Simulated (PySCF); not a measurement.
Molecule: SMILES C/C=C(/C)[S-], [C₄H₇S]-.

Bonds (- single, = double, # triple, : aromatic): C1-C2, C2=C3, C3-C4, C3-S5. C1 carries H6, H7, H8; C2 carries H9; C4 carries H10, H11, H12. Formal charges: S5 -1. Stereochemistry as in C/C=C(/C)[S-].

Total charge -1.

Frames of a GFN2-xTB Langevin trajectory at 300 K; GIAO PBE0/pcSseg-1 shieldings in PySCF 2.14.0 with density-fitted response routines, gas phase, non-relativistic; equivalent atoms averaged within each frame.

References, each an isolated molecule treated in the same way: 13C (186.93 ppm) and 1H (31.72 ppm) against TMS; CS2 for 33S (503.73 ppm). The references are static minima.

How do the shifts (ppm) fluctuate along the trajectory?

Answers


```csv
time (fs),C3,C2,C4,C1,S5,H9,H10/H11/H12,H6/H7/H8
optimised geometry,165.6,102.6,36.9,20.0,-30,4.71,1.82,2.06
250,171.2,104.9,41.0,16.7,73,4.11,2.98,1.12
425,165.2,108.7,30.4,25.3,-5,5.60,1.69,2.59
625,171.2,104.3,33.9,27.0,37,4.19,1.58,3.05
800,159.2,108.8,37.0,27.3,-24,5.34,2.00,2.58
1000,158.4,94.8,33.3,20.8,-33,3.79,1.25,2.25
mean of frames,165.0,104.3,35.1,23.4,10,4.61,1.90,2.32
standard deviation,6.2,5.7,4.0,4.6,45,0.81,0.66,0.73
```

5 frames give an uncertainty of the mean of about the standard deviation over 2.2 at best, since frames this close in time may not be independent; classical motion lacks zero-point vibration, and the reference would need the same averaging.
